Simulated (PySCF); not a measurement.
Ligands exchanged one at a time, Al H-F. All species are isolated molecules in the gas phase. Strings in code marks are SMILES.

The HOMO–LUMO gap from two functionals at the same geometries (CAM-B3LYP-D3(BJ)/def2-TZVP), both in PySCF: PBE-D3(BJ)/def2-TZVP and CAM-B3LYP-D3(BJ)/def2-TZVP. 

```
species                                 CAM-B3LYP-D3(BJ)/def2-TZVP (eV)
--------------------------------------  -------------------------------
0 of 3 H replaced by F (`[AlH3]`)                                  9.18
1 of 3 H replaced by F (`[F][AlH2]`)                               9.76
2 of 3 H replaced by F (`[F][AlH][F]`)                            11.62
3 of 3 H replaced by F                                            12.63
```

What does PBE-D3(BJ)/def2-TZVP give for each?


- 0 of 3 H replaced by F (`[AlH3]`): 4.79
- 1 of 3 H replaced by F (`[F][AlH2]`): 5.33
- 2 of 3 H replaced by F (`[F][AlH][F]`): 7.03
- 3 of 3 H replaced by F: 7.25
Over these rows, drawn at random from the members with no instability flagged (it was tested for open shells, ions and some series alone), PBE minus CAM-B3LYP-D3(BJ): mean -4.70 eV, from -5.38 eV to -4.39 eV.
